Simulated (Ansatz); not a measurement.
# C2H5S: the cost of one run

Computed with the Python package of Ansatz 0.2.0. The levels of theory stand in the script.

### 1 The system

Bond lengths: C1–S2 1.659 Å, S2–C3 1.801 Å, C1–H4 1.030 Å, C1–H5 1.141 Å, C3–H6 1.094 Å, C3–H7 1.150 Å, C3–H8 1.041 Å. Angles: C1–S2–C3 98.8°, S2–C1–H4 123.8°, S2–C1–H5 120.2°, H4–C1–H5 115.9°, S2–C3–H6 110.1°, S2–C3–H7 107.5°, S2–C3–H8 111.3°, H6–C3–H7 106.7°, H6–C3–H8 113.4°, H7–C3–H8 107.5°.

No structure file is read: the coordinates are typed or built in the script.

### 2 The code

Input file basis_c2h5s.py:

```python
# -*- coding: utf-8 -*-
'''How the energy of C2H5S converges with the basis.'''

from dataclasses import dataclass

import ansatz as az


@dataclass(frozen=True)
class Options:
    level: str = 'MP2'


settings = Options()

c2h5s = (
    az.Crystal.molecule()
    .atom('C', (-0.7345, 1.0857, -0.6551))
    .atom('S', (0.852, 0.6255, -0.5011))
    .atom('C', (0.6117, -0.8661, 0.4791))
    .atom('H', (-1.5223, 0.5798, -0.226))
    .atom('H', (-1.0063, 2.0223, -1.2469))
    .atom('H', (0.174, -0.6124, 1.4495))
    .atom('H', (1.6502, -1.3115, 0.6914))
    .atom('H', (0.0672, -1.5804, -0.0466))
)

base = (
    c2h5s.calculation()
    .correlation(settings.level)
    .spin('collinear', total=1)
)

energies = {}
for basis in ['cc-pVDZ', 'cc-pVTZ']:
    summary = base.basis(gaussian=basis).run(threads=1).report
    size = summary['n_frozen'] + summary['n_occupied'][0] + summary['n_virtual'][0]
    energies[basis] = (summary['reference_energy_ev'] / 27.211386246, summary['free_energy_ev'] / 27.211386246)
    print(f'{basis:14s} {size:4d} orbitals  reference {energies[basis][0]:14.6f} Ha  total {energies[basis][1]:14.6f} Ha')

# two-point extrapolation: the basis-set error of the correlation energy falls as X^-3
small, large = (energies[b][1] - energies[b][0] for b in ('cc-pVDZ', 'cc-pVTZ'))
limit = (3 ** 3 * large - 2 ** 3 * small) / (3 ** 3 - 2 ** 3)
print(f'correlation energy: {small:.6f} and {large:.6f} Ha, extrapolated {limit:.6f} Ha')
print(f'share caught by the larger set: {100 * large / limit:.1f} %')
```

### 3 The calls as engine input

The engine receives this input (first run):

```yaml
crystal:
  periodic: [false, false, false]
  atoms:
    - { symbol: C, position_ang: [-0.7345, 1.0857, -0.6551] }
    - { symbol: S, position_ang: [0.852, 0.6255, -0.5011] }
    - { symbol: C, position_ang: [0.6117, -0.8661, 0.4791] }
    - { symbol: H, position_ang: [-1.5223, 0.5798, -0.226] }
    - { symbol: H, position_ang: [-1.0063, 2.0223, -1.2469] }
    - { symbol: H, position_ang: [0.174, -0.6124, 1.4495] }
    - { symbol: H, position_ang: [1.6502, -1.3115, 0.6914] }
    - { symbol: H, position_ang: [0.0672, -1.5804, -0.0466] }
basis:
  gaussian:
    orbitals: cc-pVDZ
magnetization:
  spin_polarized: true
  initial_magnetization: 1.0
correlation:
  method: mp2
```

### 4 Running it

Command:

```sh
> python basis_c2h5s.py
```

**Question.** How long does this script take on 1 thread of Arm Neoverse V1, shared host, and how much memory does it need?

About 5.2 s, with a peak of 0.36 GiB.
